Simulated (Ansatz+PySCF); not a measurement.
A calculation with Ansatz (development build ahead of 0.2.0).

```yaml
crystal:
  periodic: [false, false, false]
  atoms:
    - { symbol: S, position_ang: [0.0, 0.0, -0.09362] }
    - { symbol: H, position_ang: [0.0, 0.87437, 0.74893] }
    - { symbol: H, position_ang: [0.0, -0.87437, 0.74893] }
basis:
  gaussian: { orbitals: "6-31G" }
hamiltonian:
  xc: hf
correlation:
  method: ccsd_t
  frozen_orbitals: { H: 0, S: 5 }
```

The input is written out in the form of the current development build from the run's settings.

Output:

```json
{"Converged": "yes", "Reference energy": "-398.60249 hartree", "CCSD correlation energy": "-0.06730 hartree", "Triples correction": "-0.00054 hartree", "Total energy": "-398.67034 hartree", "Spin squared of the determinant": "0.000", "Largest doubles amplitude": "0.05", "Occupied orbitals by symmetry in an Abelian subgroup (alpha; beta)": "5 A1 2 B1 2 B2; 5 A1 2 B1 2 B2"}
```
